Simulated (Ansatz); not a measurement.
# C4H5F: basis-set convergence

How large a basis does C4H5F need? Two functionals are run in growing sets.

Method: one geometry, several basis sets; program: Ansatz 0.2.0, Gaussian basis.

Levels to be run: PBE0-D4/def2-SVP; ωB97M-V/def2-SVP; PBE0-D4/def2-QZVPP; ωB97M-V/def2-QZVPP; the functionals' def2-TZVPP values are taken from earlier runs.

## Step 1: The relaxed structure

An earlier PBE0-D4 in a triple-zeta def2 set relaxation fixed the geometry.

10 atoms, charge 0, spin multiplicity 1.

Atoms are counted from 1 here; the program's logs count them from 0.

Bond lengths: C1–C2 1.449 Å, C1–H6 1.093 Å, C1–H7 1.093 Å, C1–H8 1.093 Å, C2–C3 1.202 Å, C3–C4 1.450 Å, C4–F5 1.384 Å, C4–H9 1.095 Å, C4–H10 1.095 Å. Angles: C2–C1–H6 111.2°, C2–C1–H7 110.4°, C2–C1–H8 111.1°, H6–C1–H7 107.9°, H6–C1–H8 108.2°, H7–C1–H8 107.9°, C1–C2–C3 179.5°, C2–C3–C4 179.3°, C3–C4–F5 111.6°, C3–C4–H9 110.6°, C3–C4–H10 110.6°, F5–C4–H9 107.6°, F5–C4–H10 107.6°, H9–C4–H10 108.6°.

## Step 2: PBE0-D4 in def2-SVP

The input, in.yaml:

```yaml
crystal:
  periodic: [false, false, false]
  atoms:
    - {symbol: C, position_ang: [-1.262537, -1.628034, 0.021669]}
    - {symbol: C, position_ang: [-0.386622, -0.474295, 0.004684]}
    - {symbol: C, position_ang: [0.348041, 0.476464, -0.008686]}
    - {symbol: C, position_ang: [1.220483, 1.633949, -0.026632]}
    - {symbol: F, position_ang: [2.549621, 1.272157, 0.109857]}
    - {symbol: H, position_ang: [-1.931173, -1.603022, 0.885361]}
    - {symbol: H, position_ang: [-0.677181, -2.549270, 0.075603]}
    - {symbol: H, position_ang: [-1.873721, -1.671035, -0.882954]}
    - {symbol: H, position_ang: [0.975978, 2.314054, 0.795435]}
    - {symbol: H, position_ang: [1.120310, 2.177833, -0.971236]}
basis:
  gaussian: {orbitals: def2-SVP}
hamiltonian: {xc: pbe0, dispersion: d4}
output: {orbitals: {seedname: orbitals}}
```

Further steps of the session: ωB97M-V in def2-SVP; PBE0-D4 in def2-QZVPP; ωB97M-V in def2-QZVPP.

Before running them: what should the planned runs give, taken together? Wanted: PBE0-D4: double and triple zeta above quadruple; ωB97M-V: double and triple zeta above quadruple.

As calculated:

```
                                       quantity          value
PBE0-D4: double and triple zeta above quadruple  8.39, 0.37 eV
ωB97M-V: double and triple zeta above quadruple  8.67, 0.35 eV
```

What this shows: For PBE0-D4 the step from double to triple zeta gains 8.02 eV and the next only 0.37 eV. These are total energies; as a rule much of such shifts cancels in differences, which this series doesn't test. The LUMO of ωB97M-V is positive and keeps falling with the basis (2.89 to 1.75 eV): an unbound level that the basis holds in place.
